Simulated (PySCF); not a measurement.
## Name the molecule from its bond curve

A diatomic of charge 0 contains H. Its singlet curve at r²SCAN in a double-zeta basis (no relativity, PySCF), in eV from the separated fragments:

(R (Å), E (eV)): (1.075, -3.046), (1.125, -3.254), (1.175, -3.375), (1.212, -3.420), (1.250, -3.433), (1.288, -3.421), (1.337, -3.372), (1.400, -3.272), (1.475, -3.110), (1.575, -2.851)

The fit gives ωe = 2328 cm⁻¹ and the rotational constant Bₑ = 11.69 cm⁻¹.

Problem. Which atom is the partner?

Solution. The minimum lies at 1.250 Å, so the reduced mass is 16.8576 u Å² cm⁻¹/(Bₑ·Re²) = 0.9229 u. With H at 1.01 u the partner weighs about 10.7 u: B. The molecule is BH.
